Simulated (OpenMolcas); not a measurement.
# A workflow on AlNH2Cl (SMILES [NH2][Al][Cl])

Wanted: a series of 21 runs (ROHF/cc-pVDZ-DK, CASSCF(7,7)/cc-pVDZ-DK, CASPT2[IPEA 0.5](7,7)/cc-pVDZ-DK, DMRG(7,7)/cc-pVDZ-DK, RASPT2(7,7)/cc-pVDZ-DK, CASPT2[IPEA 0](7,7)/cc-pVDZ-DK, PC-NEVPT2(7,7)/cc-pVDZ-DK, MC-PDFT[trevPBE](7,7)/cc-pVDZ-DK, and more) of AlClH2N. 

The results are computed with OpenMolcas 26.06.

## Step 1: The molecule

AlNH2Cl: 5 atoms, total charge 0, spin state doublet. SMILES: `[NH2][Al][Cl]`. The coordinates come from a PBE0-D4/def2-TZVP relaxation. This is one conformer, not always the lowest.

Bond lengths: N1–Al2 1.765 Å, Al2–Cl3 2.116 Å, N1–H4 1.007 Å, N1–H5 1.009 Å. Angles: N1–Al2–Cl3 116.7°, Al2–N1–H4 124.9°, Al2–N1–H5 124.1°, H4–N1–H5 111.0°.

## Step 2: A single-point energy at ROHF/cc-pVDZ-DK (DKH2) (run 1)

Input file input.xyz:

```xyz
5

N     -0.549400     0.461700    -0.232000
Al     0.402600    -0.291600     1.049100
Cl     1.907000    -1.649700     0.440800
H     -1.293600     1.123300    -0.083500
H     -0.416600     0.282700    -1.215900
```

Input file step1.inp:

```
* AlClH2N Hartree-Fock
&gateway
coord=input.xyz
basis=cc-pVDZ-DK
group=NoSym
&seward
relativistic=R02E00
&scf
uhf
spin=2
prorbitals=1 2
&rasscf
fileorb=$Project.UnaOrb
spin=2
nactel=1 0 0
inactive=19
ras2=1
outorbitals=Canonical
orblisting=NoCore
```

On the command line:

```sh
$ export MOLCAS_MEM=1860
$ pymolcas step1.inp > step1.log
```

Output (excerpt; [...] marks lines left out):

```text
--- Start Module: gateway ---
[...]
--- Stop Module: gateway /rc=_RC_ALL_IS_WELL_ ---
[...]
      Basis functions           60
[...]
--- Start Module: scf ---
[...]
       Convergence after  13 Iterations
[...]
::    Total SCF energy                               -758.9900679311
[...]
      Total spin, S                                     0.5015051777
[...]
--- Stop Module: scf /rc=_RC_ALL_IS_WELL_ ---
[...]
--- Start Module: rasscf ---
[...]
      Number of active orbitals                  1
[...]
      Spin quantum number                      0.5
[...]
      Active orbitals                            1
[...]
      Number of CSFs                             1
[...]
      Number of root(s) required                 1
[...]
      Convergence after  7 iterations
[...]
      printout of CI-coefficients larger than  0.05 for root  1
      energy=    -758.989329
      conf/sym  1     Coeff  Weight
             1  u   1.00000 1.00000
      Natural orbitals and occupation numbers for root  1
      sym 1:   1.000000
      ************************************************************************************************************************
      *                                                    Final results                                                     *
[...]
::    RASSCF root number  1 Total energy:   -758.98932887
[...]
      Total electronic charge=   39.000000
      Total            charge=   -0.000000
[...]
      Dipole Moment (debye):
      Origin of the operator (angstrom)=    0.8738   -0.7397    0.5023
                   X= -1.9596E+00               Y=  1.7218E+00               Z=  5.7721E-02           Total=  2.6092E+00
      Quadrupole Moment (debye*angstrom):
[...]
--- Stop Module: rasscf /rc=_RC_ALL_IS_WELL_ ---
[...]
```

Run time: 9.9 s. Hardware: 1 thread of AMD EPYC 7R43 (Zen 3), shared host; peak memory 0.4 GiB.

## Step 3: The energy at CASSCF(7,7)/cc-pVDZ-DK (DKH2) (run 2)

input.xyz is that of step 2.

Input file step2.inp:

```
&GATEWAY
 COORD
 input.xyz
 BASIS
 cc-pVDZ-DK
 GROUP
 NoSym

&SEWARD
 RELATIVISTIC
 R02E00

&RASSCF
 FILEORB
 $CurrDir/step1.RasOrb
 SPIN
 2
 NACTEL
 7 0 0
 INACTIVE
 16
 RAS2
 7
 ORBLISTING
 NoCore
```

On the command line:

```sh
$ export MOLCAS_MEM=1860
$ pymolcas step2.inp > step2.log
```

Output (excerpt; [...] marks lines left out):

```text
--- Start Module: gateway ---
[...]
--- Stop Module: gateway /rc=_RC_ALL_IS_WELL_ ---
--- Start Module: seward ---
[...]
      Basis functions           60
--- Stop Module: seward /rc=_RC_ALL_IS_WELL_ ---
[...]
--- Start Module: rasscf ---
[...]
      Number of active orbitals                  7
[...]
      Spin quantum number                      0.5
[...]
      Active orbitals                            7
[...]
      Number of CSFs                           784
[...]
      Number of root(s) required                 1
[...]
      Convergence after 63 iterations
[...]
      printout of CI-coefficients larger than  0.05 for root  1
      energy=    -759.040177
      conf/sym  1111111     Coeff  Weight
             1  222u000  -0.98577 0.97175
            80  220u200  -0.08665 0.00751
            95  2uduu0d  -0.06077 0.00369
           115  202u002  -0.06284 0.00395
           128  022u020  -0.06270 0.00393
      Natural orbitals and occupation numbers for root  1
      sym 1:   1.989752   1.979940   1.974516   1.001338   0.025351   0.009887   0.019215
      ************************************************************************************************************************
      *                                                    Final results                                                     *
[...]
::    RASSCF root number  1 Total energy:   -759.04017656
[...]
      Total electronic charge=   39.000000
      Total            charge=   -0.000000
[...]
      Dipole Moment (debye):
      Origin of the operator (angstrom)=    0.8738   -0.7397    0.5023
                   X= -2.1245E+00               Y=  1.8448E+00               Z= -2.7875E-01           Total=  2.8275E+00
      Quadrupole Moment (debye*angstrom):
[...]
--- Stop Module: rasscf /rc=_RC_ALL_IS_WELL_ ---
[...]
```

Wall time 19 s (1 thread of AMD EPYC 7R43 (Zen 3), shared host); peak memory 0.4 GiB.

Runs 3 to 4 aren't shown in full; the table further down has their settings and results.

## Step 4: An optimisation with harmonic vibrations at CASSCF(7,7)/cc-pVDZ-DK (DKH2) (run 5)

input.xyz is that of step 3.

Input file step5.inp:

```
* AlClH2N CASSCF
>>> EXPORT MOLCAS_PRINT=2
&GATEWAY
Coord=input.xyz
Basis=cc-pVDZ-DK
Group=NoSym
>>> COPY $CurrDir/step2.RasOrb $Project.RasOrb
>>> EXPORT MOLCAS_MAXITER=40
>>> Do While
&SEWARD
Relativistic=R02E00
&RASSCF
FileOrb=$Project.RasOrb
Spin=2
Nactel=7 0 0
Inactive=16
Ras2=7
OrbListing=Nothing
&SLAPAF
>>> EndDo
>>> COPY $Project.Opt.xyz $CurrDir/final.xyz
>>> COPY $Project.slapaf.h5 $CurrDir/final.slapaf.h5
&MCKINLEY
&MCLR
Thermochemistry
1
1.0
298.15
End of PT
```

On the command line:

```sh
$ export MOLCAS_MEM=1860
$ pymolcas step5.inp > step5.log
```

Output (excerpt; [...] marks lines left out):

```text
[...]
      Basis functions           60
[...]
      Number of active orbitals                  7
[...]
      Spin quantum number                      0.5
[...]
      Active orbitals                            7
[...]
      Number of CSFs                           784
[...]
      Number of root(s) required                 1
[...]
      Convergence after  5 iterations
[...]
      printout of CI-coefficients larger than  0.05 for root  1
      energy=    -759.040177
      conf/sym  1111111     Coeff  Weight
             1  222u000  -0.98577 0.97175
            80  220u200  -0.08664 0.00751
            95  2uduu0d  -0.06077 0.00369
           115  202u002  -0.06284 0.00395
           128  022u020  -0.06270 0.00393
      Natural orbitals and occupation numbers for root  1
      sym 1:   1.989752   1.979940   1.974521   1.001338   0.025347   0.009887   0.019215
      ************************************************************************************************************************
      *                                                    Final results                                                     *
[...]
::    RASSCF root number  1 Total energy:   -759.04017656
[...]
      Convergence after  4 iterations
[...]
      Natural orbitals and occupation numbers for root  1
      sym 1:   1.988930   1.978884   1.973775   1.001503   0.026076   0.010597   0.020236
      ************************************************************************************************************************
      *                                                    Final results                                                     *
[...]
::    RASSCF root number  1 Total energy:   -759.04142162
[...]
      Total electronic charge=   39.000000
      Total            charge=   -0.000000
[...]
      Dipole Moment (debye):
      Origin of the operator (angstrom)=    0.8825   -0.7470    0.5067
                   X= -2.2543E+00               Y=  1.9744E+00               Z= -6.1307E-02           Total=  2.9973E+00
      Quadrupole Moment (debye*angstrom):
[...]
     Frequency:        i1.40     i0.05      0.08      0.13      1.55      5.14
[...]
     Frequency:       180.30    391.48    424.31    468.89    704.40    801.83
[...]
        Frequency:          801.83 cm-1
      ---------------------------------
[...]
        Frequency:         1650.84 cm-1
      ---------------------------------
[...]
        Frequency:         3766.58 cm-1
      ---------------------------------
[...]
```

It took 1.8 min on 1 thread of AMD EPYC 7R43 (Zen 3), shared host; peak memory 0.4 GiB.

Runs 6 to 20 aren't shown in full; the table further down has their settings and results.

## Step 5: Energy and gradient at CASPT2[IPEA 0](7,7)/cc-pVDZ-DK (DKH2, RICD fitting, ipea shift 0 Eh, pt2 variant SS, root 1) (run 21)

input.xyz is that of step 4.

Input file step21.inp:

```
&GATEWAY
 COORD=input.xyz
 BASIS=cc-pVDZ-DK
 GROUP=NoSym
 RICD

&SEWARD
 RELATIVISTIC=R02E00

&RASSCF
 FILEORB=$CurrDir/step2.RasOrb
 SPIN=2
 NACTEL=7 0 0
 INACTIVE=16
 RAS2=7
 ORBLISTING=Nothing

&CASPT2
 IPEA=0
 IMAGINARY=0.2
 GRDT

&ALASKA
```

On the command line:

```sh
$ export MOLCAS_MEM=1860
$ pymolcas step21.inp > step21.log
```

Output (excerpt; [...] marks lines left out):

```text
--- Start Module: gateway ---
[...]
--- Stop Module: gateway /rc=_RC_ALL_IS_WELL_ ---
[...]
      Basis functions           60
[...]
      Number of active orbitals                  7
[...]
      Spin quantum number                      0.5
[...]
      Active orbitals                            7
[...]
      Number of CSFs                           784
[...]
      Number of root(s) required                 1
[...]
      Convergence after  5 iterations
[...]
      printout of CI-coefficients larger than  0.05 for root  1
      energy=    -759.040204
      conf/sym  1111111     Coeff  Weight
             1  222u000  -0.98577 0.97175
            80  220u200  -0.08663 0.00750
            95  2uduu0d  -0.06077 0.00369
           115  202u002  -0.06284 0.00395
           128  022u020  -0.06270 0.00393
      Natural orbitals and occupation numbers for root  1
      sym 1:   1.989752   1.979939   1.974521   1.001338   0.025347   0.009886   0.019217
      ************************************************************************************************************************
      *                                                    Final results                                                     *
[...]
::    RASSCF root number  1 Total energy:   -759.04020414
[...]
      E2 (Variational):          -0.3040668232
      Total energy:            -759.3442709664
[...]
      Reference weight:           0.90413
[...]
      Total electronic charge=   39.000000
      Total            charge=   -0.000000
[...]
::    CASPT2 Root  1     Total energy:   -759.34427097
[...]
--- Start Module: mclr ---
[...]
      Dipole Moment (debye):
      Origin of the operator (angstrom)=    0.8738   -0.7397    0.5023
                   X= -1.9352E+00               Y=  1.6770E+00               Z= -3.1021E-01           Total=  2.5794E+00
      Quadrupole Moment (debye*angstrom):
[...]
--- Stop Module: mclr /rc=_RC_ALL_IS_WELL_ ---
[...]
--- Start Module: alaska ---
[...]
--- Stop Module: alaska /rc=_RC_ALL_IS_WELL_ ---
[...]
```

Run time: 14 s. Hardware: 1 thread of AMD EPYC 7R43 (Zen 3), shared host; peak memory 0.079 GiB.

## Step 6: All runs side by side

| run | level | starting guess | task | partner | energy (Eh) | dipole moment (D) of the reference | wall time |
| --- | --- | --- | --- | --- | --- | --- | --- |
| 1 | ROHF/cc-pVDZ-DK (DKH2) | – | energy | base | -758.989329 | 2.61 | 9.9 s |
| 2 | CASSCF(7,7)/cc-pVDZ-DK (DKH2) | orbitals of step 1 | energy | base | -759.040177 | 2.83 | 19 s |
| 3 | CASPT2[IPEA 0.5](7,7)/cc-pVDZ-DK (DKH2, ipea shift 0.5 Eh, pt2 variant SS) | orbitals of step 2 | energy | other spin | -759.149306 | 7.56 | 13 s |
| 4 | DMRG(7,7)/cc-pVDZ-DK (DKH2, bond dimension 64) | orbitals of step 2 | energy | base | -759.040177 | 2.83 | 21 s |
| 5 | CASSCF(7,7)/cc-pVDZ-DK (DKH2) | orbitals of step 2 | frequencies | base | -759.041422 | 3.00 | 1.8 min |
| 6 | RASPT2(7,7)/cc-pVDZ-DK (DKH2, ipea shift 0.25 Eh, pt2 variant SS) | orbitals of step 2 | energy | base | not converged | – | 2.5 min |
| 7 | CASPT2[IPEA 0](7,7)/cc-pVDZ-DK (DKH2, ipea shift 0 Eh, pt2 variant XMS, 2 states averaged) | orbitals of step 2 | excited | base | -759.347357 | 2.69 | 17 s |
| 8 | PC-NEVPT2(7,7)/cc-pVDZ-DK (DKH2, pt2 variant PC-NEVPT2) | orbitals of step 2 | energy | base | -759.336645 | 2.83 | 9.3 s |
| 9 | CASSCF(7,7)/cc-pVDZ-DK (DKH2, root 1) | orbitals of step 2 | gradient | base | -759.040177 | 2.83 | 9.3 s |
| 10 | MC-PDFT[trevPBE](7,7)/cc-pVDZ-DK (DKH2) | orbitals of step 2 | energy | base | -760.357024 | 2.83 | 9.3 s |
| 11 | CASPT2[IPEA 0](7,7)/cc-pVDZ-DK (DKH2, fock type G2, ipea shift 0 Eh, pt2 variant SS, sigma1 shift 0.2) | orbitals of step 2 | energy | base | -759.343620 | 2.83 | 10 s |
| 12 | CASPT2[IPEA 0](7,7)/cc-pVDZ-DK (DKH2, ipea shift 0 Eh, pt2 variant SS, real shift 0.3 Eh) | orbitals of step 2 | energy | base | -759.341182 | 2.83 | 9.6 s |
| 13 | CASSCF(7,7)/cc-pVDZ-DK (DKH2, valence bond yes) | orbitals of step 2 | energy | base | not converged | – | 8.4 s |
| 14 | CASPT2[IPEA 0](6,7)/cc-pVDZ-DK (DKH2, ipea shift 0 Eh, pt2 variant SS, real shift 0.2 Eh) | orbitals of step 2 | energy | cation | -759.046507 | – | 18 s |
| 15 | CASSCF(7,7)/cc-pVDZ-DK (DKH2) | orbitals of step 2 | energy | base | -759.040177 | 2.83 | 7.5 s |
| 16 | CASPT2(7,7)/cc-pVDZ-DK (DKH2, ipea shift 0.25 Eh, pt2 variant SS, sigma1 shift 0.2) | orbitals of step 2 | energy | base | -759.342258 | 2.83 | 9.6 s |
| 17 | CASPT2(7,7)/cc-pVDZ-DK (DKH2, ipea shift 0.25 Eh, multiplet size 2, pt2 variant SS, 3 states averaged) | orbitals of step 2 | magnetism | base | -759.342671 | – | 30 s |
| 18 | CASPT2(7,7)/cc-pVDZ-DK (DKH2, ipea shift 0.25 Eh, pt2 variant SS, real shift 0.3 Eh, second multiplicity 4) | orbitals of step 2 | spin-orbit | base | -759.339319 | – | 34 s |
| 19 | MC-PDFT[ftrevPBE](7,7)/cc-pVDZ-DK (DKH2) | orbitals of step 2 | energy | base | -760.528768 | 2.83 | 8.4 s |
| 20 | CASPT2[IPEA 0](7,7)/cc-pVDZ-DK (DKH2, PCM methanol, ipea shift 0 Eh, pt2 variant SS, weight exponent 100, weight type 3) | orbitals of step 2 | energy | base | -759.376720 | 3.75 | 25 s |
| 21 | CASPT2[IPEA 0](7,7)/cc-pVDZ-DK (DKH2, RICD fitting, ipea shift 0 Eh, pt2 variant SS, root 1) | orbitals of step 2 | gradient | base | -759.344271 | 2.83 | 14 s |

## Step 7: Results

```
                                                              quantity          value
                  run 21, CASPT2[IPEA 0](7,7)/cc-pVDZ-DK: total energy  -759.34427 Eh
run 21, CASPT2[IPEA 0](7,7)/cc-pVDZ-DK: dipole moment (CASSCF density)         2.83 D
      run 21, CASPT2[IPEA 0](7,7)/cc-pVDZ-DK: largest force on an atom     0.671 eV/Å
```

In words: Below the ROHF energy at the same shape and in the same basis (cc-pVDZ-DK): CASSCF(7,7) -50.8 mEh; DMRG(7,7) -50.8 mEh; PC-NEVPT2(7,7) -347.3 mEh; CASPT2[IPEA 0](7,7) -354.9 mEh; CASPT2(7,7) -350.0 mEh. Active-space methods hold only the correlation inside their space unless a perturbation or CI step follows. Over runs 1, 2, 9, 15 the dipole moment (its size) runs from 2.61 D (ROHF/cc-pVDZ-DK) to 2.83 D (CASSCF(7,7)/cc-pVDZ-DK). All runs together took 9 min, the longest 2.5 min. 2 of the 21 runs did not end normally.
